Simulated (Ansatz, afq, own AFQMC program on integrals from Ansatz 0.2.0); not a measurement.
Where AFQMC and coupled cluster stand for PF, triplet

| atom | x (Å) | y (Å) | z (Å) |
| --- | --- | --- | --- |
| F | 0.0000 | 0.0000 | 0.0000 |
| P | 0.0000 | 0.0000 | 1.4170 |

Basis cc-pVDZ. Only valence electrons are correlated. Ansatz 0.2.0 and our own AFQMC program on the same integrals; the CISD trial comes from CCSD amplitudes, and released means the phaseless constraint is let go. Free projection: walkers drawn from exp(T), propagated without any constraint. Its projection time is finite, and what remains of the start isn't in its error. Uncertainties: one standard error, sampling alone.

Determinant: UHF, the one that the program's search chose, which needn't be the lowest solution. The geometry is a point of a scan.

No full CI on the walks' own integrals is used here; CCSDT(Q) serves as the reference and is uncertain by about the last step of the cluster series.

Cautions: lower spins were not checked; the ph-AFQMC/CISD walk drifts between its halves (2.0 errors).

```
T1 diagnostic                               : 0.0163
weight of the determinant in the CISD state : 0.913
⟨S²⟩ of the determinant                     : 2.027
size of the correlated space                : 12 electrons in 26 orbitals
```

Reference: CCSDT(Q), correlation energy -7.593 eV. The released energy is read at 1.62 1/Eh, later times being too noisy (meV from the phaseless value at times in 1/Eh: 4 ± 12 at 0.24, 6 ± 9 at 0.51, -22 ± 14 at 0.99, -13 ± 14 at 1.62, -42 ± 21 at 2.40).

```tsv
level	E − E(reference) (meV)	share of correlation (%)
HF	7593.1	0.00
MP2	622.6	91.80
CCSD	150.9	98.01
CCSD(T)	24.0	99.68
CCSDT	12.8	99.83
ph-AFQMC/HF	56.8 ± 53.0	99.25
ph-AFQMC/CISD	18.6 ± 9.8	99.75
released AFQMC	6.0 ± 14.3	99.92
free AFQMC	8.4 ± 15.0	99.89
```

Free projections are given only where their last times agree within the noise and don't stop above the reference; a slow remainder of the start can still hide under it. A walk keeps the symmetry of its determinant, which the program's search chose and which needn't be the lowest solution, so a lower state of the same spin and another symmetry isn't excluded. Released energies are given only where the last usable release times agree within the noise; a slower fall can still hide under it.
